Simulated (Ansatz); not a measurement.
`CBP` + H₂S → `PS` + `BC`  (cleavage of the P–B bond)

Isolated molecules relaxed with PBE0-D4/def2-TZVP in Ansatz; ΔE leaves out vibrations. CCSD(T)/CBS is the MP2 limit (def2-TZVPP, def2-QZVPP) plus CCSD(T) − MP2 in def2-TZVPP, frozen cores. This one scheme is used for every species. DFT in def2-TZVPP. One conformer a species, not always the lowest.

```json
{"level": "PBE0-D4", "ΔE (kcal/mol)": "7.3", "difference from CCSD(T)/CBS": "0.5"}
{"level": "r2SCAN", "ΔE (kcal/mol)": "7.6", "difference from CCSD(T)/CBS": "0.8"}
{"level": "PBE0", "ΔE (kcal/mol)": "7.1", "difference from CCSD(T)/CBS": "0.3"}
{"level": "r2SCANh", "ΔE (kcal/mol)": "7.4", "difference from CCSD(T)/CBS": "0.6"}
{"level": "LC-ωPBE", "ΔE (kcal/mol)": "7.1", "difference from CCSD(T)/CBS": "0.3"}
{"level": "MP2/def2-SVP", "ΔE (kcal/mol)": "11.2", "difference from CCSD(T)/CBS": "4.4"}
{"level": "MP2/def2-TZVPP", "ΔE (kcal/mol)": "6.9", "difference from CCSD(T)/CBS": "0.1"}
{"level": "CCSD/def2-TZVPP", "ΔE (kcal/mol)": "7.3", "difference from CCSD(T)/CBS": "0.5"}
{"level": "MP2/def2-QZVPP", "ΔE (kcal/mol)": "6.3", "difference from CCSD(T)/CBS": "-0.5"}
{"level": "CCSD/CBS(def2)", "ΔE (kcal/mol)": "6.4", "difference from CCSD(T)/CBS": "-0.4"}
{"level": "CCSD(T)/CBS", "ΔE (kcal/mol)": "6.8", "difference from CCSD(T)/CBS": "0"}
```

Question: What do rigid-rotor, harmonic-oscillator terms from PBE0-D4/def2-TZVP frequencies (298.15 K, 1 bar) make of the CCSD(T)/CBS value? (Best estimate.)

Answer: Ansatz gave: ΔZPE = +0.8 kcal/mol, ΔH = +7.2 kcal/mol, ΔS = 11 J/(mol·K), ΔG = +6.5 kcal/mol.

Largest T1 diagnostic among the species: 0.015.

Leaving LDA and LC-ωPBE aside and taking each functional with its dispersion term where it has one, the values, not all of them listed here, spread over 2.5 kcal/mol, from BHLYP-D4 to B97M-V. LDA lies +2.5 kcal/mol from PBE without D4. In def2-TZVPP, CCSD(T) changes the Hartree–Fock value by +3.8 kcal/mol (the triples alone add +0.4 kcal/mol) and MP2 by +3.0 kcal/mol. At CCSD(T), def2-SVP lies +4.6 kcal/mol from the extrapolated value and def2-TZVPP +1.0 kcal/mol.
